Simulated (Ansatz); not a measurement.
Turn this script for the Ansatz DFT code, driven from Python into the input file that the command-line program reads.

The script, `run_cas.py`:
```python
"""Active-space calculation on CH2AlN."""

import warnings

import ansatz

BASIS_SET = "def2-SVP"

warnings.simplefilter("ignore", ansatz.DeckWarning)

geometry = (
    ansatz.Crystal.molecule()
    .atom("C", (-0.5712, -0.7594, 0.0718))
    .atom("N", (0.2675, -0.6372, 1.1106))
    .atom("Al", (0.4909, 0.6309, -0.0973))
    .atom("H", (-1.3823, -1.2149, -0.4067))
    .atom("H", (1.245, 1.9069, -0.7198))
)

job = (
    geometry.calculation()
    .basis(gaussian=BASIS_SET)  # atom-centred Gaussian functions
    .correlation(active_electrons=2, active_orbitals=2)  # correlation on top of the mean field
)
for method in [None]:
    report = (job if method is None else job.correlation(method)).run(threads=1).report
    space = report["configurations"]
    state = space["states"][0]
    print(method or "casscf", f"total {report['free_energy_ev'] / 27.211386246:.6f} Ha, active-space state {state['energy']['hartree']:.6f} Ha, mean field {report['reference_energy_ev'] / 27.211386246:.6f} Ha")
    print("  determinants", state["n_determinants"], " natural occupations", [round(n, 3) for n in space["natural_occupations"]])
```

Running `python run_cas.py` prints:
```text
casscf total -335.160240 Ha, active-space state -335.160240 Ha, mean field -335.131376 Ha
  determinants 4  natural occupations [1.916, 0.084]
```

`input.yaml`:
```yaml
crystal:
  periodic: [false, false, false]
  atoms:
    - { symbol: C, position_ang: [-0.5712, -0.7594, 0.0718] }
    - { symbol: "N", position_ang: [0.2675, -0.6372, 1.1106] }
    - { symbol: Al, position_ang: [0.4909, 0.6309, -0.0973] }
    - { symbol: H, position_ang: [-1.3823, -1.2149, -0.4067] }
    - { symbol: H, position_ang: [1.245, 1.9069, -0.7198] }
basis:
  gaussian:
    orbitals: def2-SVP
correlation:
  active_space:
    window:
      electrons: 2
      orbitals: 2
```

What to keep in mind:
- Total energies depend on the basis set; only differences at equal settings carry meaning.
- The geometry is a force-field or estimated start, not a minimum of this method, and the basis set is short of its limit. The active space starts as a window about the frontier orbitals and is then optimised, not chosen by chemistry.
- The whole script took 1.2 s on 1 thread of Arm Neoverse V2, on a shared host, peak memory 0.15 GiB.

(Lines on the test bed's own set-up are left out of the output.)
